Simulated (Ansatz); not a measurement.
Correlation energies of C$_{3}$H$_{4}$ClF, SMILES `C/C(Cl)=C/F` by basis set

Z-matrix (Å, degrees):
```
C
C 1 1.485
H 1 1.093 2 110.7
H 1 1.092 2 110.5 3 -120.4
H 1 1.093 2 110.7 3 119.3
Cl 2 1.723 1 116.4 3 -59.7
C 2 1.324 1 123.5 3 120.3
F 7 1.329 2 123.3 1 180.0
H 7 1.083 2 123.0 1 0.0
```

Total charge 0; spin multiplicity 1. Geometry: relaxed with PBE0-D4/def2-TZVP. Frozen core, restricted reference, Ansatz. CBS rows extrapolate triple and quadruple zeta.

```tsv
basis	HF (Eh)	MP2 corr.	CCSD corr.	(T)	CCSD(T) total
def2-TZVPP	-674.94089	-0.92903	-0.96635	-0.04010	-675.94734
def2-QZVPP	-674.96332	-1.00428	-1.03218	-0.04560	-676.04110
CBS(def2)	-674.96641	-1.06003	-1.08095	-0.04967	-676.09703
```
